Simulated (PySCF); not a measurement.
Species: C₄H₉N.
Atom-mapped SMILES: `[CH2:1]=[CH:2][N:3]([CH3:4])[CH3:5]` (hydrogens: H6, H7 on C1; H8 on C2; H9, H10, H11 on C4; H12, H13, H14 on C5)

Cartesian coordinates in Å at the GFN2-xTB level; atoms count from 1:
```xyz
14
C4H9N angstrom
C      2.0697   -0.2592    0.0495
C      0.8515   -0.6709    0.3890
N     -0.3290    0.0327    0.2988
C     -0.3270    1.2982   -0.3913
C     -1.5523   -0.7209    0.1769
H      2.9230   -0.8807    0.2485
H      2.2691    0.6893   -0.4139
H      0.7261   -1.6456    0.8440
H      0.4576    1.9310    0.0207
H     -1.2868    1.7889   -0.2328
H     -0.1626    1.1900   -1.4719
H     -1.7562   -1.0252   -0.8596
H     -1.4953   -1.6159    0.7943
H     -2.3885   -0.1121    0.5256
```

The closed-shell SCF was solved with PySCF and density fitting under several settings on one GFN2-xTB geometry (grid level 2 and gas phase unless stated).

| settings | basis functions | SCF cycles | E (Eh) | HOMO (eV) | LUMO (eV) | dipole (D) |
| --- | --- | --- | --- | --- | --- | --- |
| PBE0/pcSseg-1 | 130 | 13 | -212.2738 | -5.59 | 1.15 | 1.61 |
| CAM-B3LYP/def2-SVPD | 172 | 12 | -212.2967 | -6.95 | 1.31 | 1.53 |
| HF/Sadlej pVTZ, energy threshold 1e-06 Eh | 201 | 8 | -211.1682 | -8.19 | 0.98 | 1.48 |
| revPBE/6-31G | 63 | 14 | -212.4379 | -4.03 | 0.81 | 1.59 |
| BP86/def2-TZVP, fitting basis def2-qzvpp-jkfit, energy threshold 1e-07 Eh | 209 | 9 | -212.6359 | -4.64 | -0.03 | 1.62 |

Estimate the rows for these settings: (1) BHandHLYP/pcSseg-1; (2) KT3/pcSseg-1.

```
          settings  basis functions  SCF cycles     E (Eh)  HOMO (eV)  LUMO (eV)  dipole (D)
BHandHLYP/pcSseg-1              130          12  -212.3949      -6.61       2.04        1.54
      KT3/pcSseg-1              130          14  -215.9114      -4.54       0.21        1.57
```

Over all rows, what range does the HOMO–LUMO gap span?

From 4.61 eV (BP86/def2-TZVP, fitting basis def2-qzvpp-jkfit, energy threshold 1e-07 Eh) to 9.17 eV (HF/Sadlej pVTZ, energy threshold 1e-06 Eh). The functional of the narrowest has no exact exchange, that of the widest 100 % exact exchange.

And the dipole moment?

From 1.48 D (HF/Sadlej pVTZ, energy threshold 1e-06 Eh) to 1.62 D (BP86/def2-TZVP, fitting basis def2-qzvpp-jkfit, energy threshold 1e-07 Eh); the largest is 1.09 times the smallest, and the median is 1.57 D.

Cycle counts include a coarse-grid stage where the run had one. KT3 was designed for NMR shieldings or shifts; total energies of different functionals aren't comparable. At HF/Sadlej pVTZ the closed-shell solution lies near or past a triplet instability.
